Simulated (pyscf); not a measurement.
Optimised with ωB97X-D3(BJ)/def2-SVP in PySCF.

Q: HO–B(OH)–OH + H₂C=CH₂ → HO–CH₂–CH₂–B(OH)–OH
Surface: singlet. Broken: B–O. Formed: C–O, B–C. Give ΔE‡ and ΔE from ωB97M-D3(BJ)/def2-TZVP, relative to the separated reactants.

A: ΔE‡ = 192.2 kJ/mol, ΔE = +40.1 kJ/mol. Zero-point energy shifts the barrier by +4.0 kJ/mol. It is an addition across a multiple bond or ene-type step, with an imaginary mode of 606i cm⁻¹. On the product side the descent ends in a point that may be a rotor saddle (no frequency run), 16.5 kJ/mol over the lowest minimum found and 144.3 kJ/mol under the saddle at ωB97X-D3(BJ)/def2-TZVP. HO–CH₂–CH₂–B(OH)–OH lies 110.6 kJ/mol over its isomer H₃C–CH₂–O–B(OH)–OH (electronic energy, ωB97M-D3(BJ)/def2-TZVP). One saddle was located; it need not be the lowest between these sides.
